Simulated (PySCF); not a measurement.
## Sulfur: a sound run and one with changed settings

Sound run: S [Ne] 3s2 3p4, S⁺ [Ne] 3s2 3p3. Computed with PySCF 2.14 in def2-TZVP (5s5p2d1f, 37 functions), with the non-relativistic Hamiltonian (point nucleus). In the sound run the correlated levels freeze [Ne]. The sound run starts from symmetry-adapted Hartree-Fock orbitals and uses a fine grid where one is needed.

Changed run: scalar relativity by spin-free X2C-1e. This setting is unsound on purpose.

| species | method | sound run (hartree) | changed run (hartree) | converged |
| --- | --- | --- | --- | --- |
| S | UHF | -397.50196 | -398.46559 | yes |
| S | PBE | -397.93833 | -398.90505 | yes |
| S | M06-2X | -398.09411 | -399.06117 | yes |
| S | MP2 | -397.61612 | -398.57979 | yes |
| S | CCSD(T) | -397.64473 | -398.60833 | yes |
| S⁺ | UHF | -397.16268 | -398.12672 | yes |
| S⁺ | PBE | -397.55541 | -398.52253 | yes |
| S⁺ | M06-2X | -397.71216 | -398.67945 | yes |
| S⁺ | MP2 | -397.25032 | -398.21434 | yes |
| S⁺ | CCSD(T) | -397.27393 | -398.23787 | yes |

Ionisation energy of S:

```json
{"method": "UHF", "sound run (eV)": "9.232", "changed run (eV)": "9.221"}
{"method": "PBE", "sound run (eV)": "10.420", "changed run (eV)": "10.409"}
{"method": "M06-2X", "sound run (eV)": "10.393", "changed run (eV)": "10.387"}
{"method": "MP2", "sound run (eV)": "9.954", "changed run (eV)": "9.945"}
{"method": "SCS-MP2", "sound run (eV)": "10.028", "changed run (eV)": "10.019"}
{"method": "CCSD", "sound run (eV)": "10.058", "changed run (eV)": "10.049"}
{"method": "CCSD(T)", "sound run (eV)": "10.090", "changed run (eV)": "10.081"}
```

Most of the change in total energy is the relativistic energy itself. On top of that the contraction fixes the core shape for the Hamiltonian it was made with, so the changed run is not a good calculation with the other Hamiltonian either.

For comparison, NIST gives 10.360 eV between the lowest levels.
